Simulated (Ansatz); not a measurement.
This geometry of FH3Si + H2S (8 atoms, charge 0, multiplicity 1) is a first-order saddle point.

The calculation used RKS PBE0/def2-SVP (Ansatz).

```xyz
8
Properties=species:S:1:pos:R:3
Si -0.229 0.035 -0.160
F -0.165 0.193 1.769
H 1.159 -0.496 0.023
H -0.237 1.477 -0.509
H -0.696 -0.780 -1.331
S -2.531 -0.045 0.724
H -2.579 -1.393 0.817
H -1.310 0.138 1.767
```

Task: Which two structures does it join? (They come from a converged band through this point; their orientation in space is the band's.)

Result: Bonds broken: Si1–F2, S6–H8. Bonds formed: Si1–S6, F2–H8. FH3Si + H2S becomes FH + H4SSi.

Image 0:

```xyz
8
Properties=species:S:1:pos:R:3
Si 0.367 0.058 -0.161
F 0.167 -0.180 1.443
H 1.831 -0.013 -0.429
H -0.158 1.401 -0.521
H -0.337 -1.025 -0.898
S -3.146 0.113 1.000
H -3.231 -1.224 0.841
H -2.082 -0.002 1.825
```

Image 10:

```xyz
8
Properties=species:S:1:pos:R:3
Si -0.423 -0.068 -0.508
F -0.271 0.620 2.574
H 0.562 -0.920 0.210
H -0.065 1.373 -0.457
H -0.538 -0.521 -1.925
S -2.367 -0.185 0.460
H -2.390 -1.535 0.528
H -1.095 0.363 2.219
```

Task: How far does it lie above each of them?

Result: 36.9 kcal/mol above the first and 25.4 kcal/mol above the second. This is the barrier of this one path; another mechanism may lie lower. The orbitals stay closed-shell, which can raise the energy where a bond breaks towards radicals; this wasn't checked here.

Time of the run: 10 min on 1 thread of Arm Neoverse N1 (shared host), peak memory 0.17 GiB.
